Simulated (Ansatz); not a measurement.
`C=CC(O)=S` + H₂ → `OC=S` + `C=C` at 400 K and 1 bar (hydrogenolysis of a C–C bond).

Calculated with Ansatz (gas phase, PBE0-D4/def2-TZVP geometries, no zero-point term in ΔE). CBS: MP2 limit from def2 TZ/QZ plus the TZ coupled-cluster correction, frozen cores. This one scheme is used for every species. Each species was taken in one conformer, which may not be the lowest.

| species | CCSD(T)/CBS energy (Eh) | H − E (kJ/mol) | S (J/(mol·K)) |
| --- | --- | --- | --- |
| `C=CC(O)=S` | -589.48279 | 197.3 | 337.0 |
| H₂ | -1.17544 | 38.0 | 139.0 |
| `OC=S` | -512.17609 | 99.5 | 276.2 |
| `C=C` | -78.48111 | 149.4 | 232.7 |

H − E and S are ideal-gas, rigid-rotor, harmonic terms from PBE0-D4/def2-TZVP, for one conformer and one mirror image of each species. The MP2-based limit puts H₂ 0.8 mEh under its directly extrapolated value; such offsets cancel only in part. 1 Eh = 2625.50 kJ/mol, R = 8.31446 J/(mol·K).

Task: By hand: ΔE, ΔH, ΔS and ΔG.

Result: ΔE = (-512.17609) + (-78.48111) − (-589.48279) − (-1.17544) = 0.00103 Eh = 2.7 kJ/mol. Δ(H − E) = 99.5 + 149.4 − 197.3 − 38.0 = 13.6, so ΔH = 16.3 kJ/mol. ΔS = 276.2 + 232.7 − 337.0 − 139.0 = 32.9 J/(mol·K). ΔG = 16.3 − 400 × (32.9)/1000 = 3.1 kJ/mol.

Task: By hand: the equilibrium constant, and the temperature at which ΔG would vanish if ΔH and ΔS stayed fixed.

Result: log₁₀ K = −ΔG/(RT ln 10) = -0.4. ΔG = 0 at ΔH/ΔS = 495 K.

TΔS isn't small against ΔH here. The sign of ΔG lies within the doubt. A doubt of 5 kJ/mol in ΔE shifts log₁₀ K by 0.7 here. Other conformers and mirror images would add mixing entropy, several J/(mol·K) or more a flexible species. These are equilibria of isolated gas molecules and say nothing of rates. Largest T1 diagnostic: 0.018 (customary marks: 0.02 for closed shells, 0.045 for open ones).
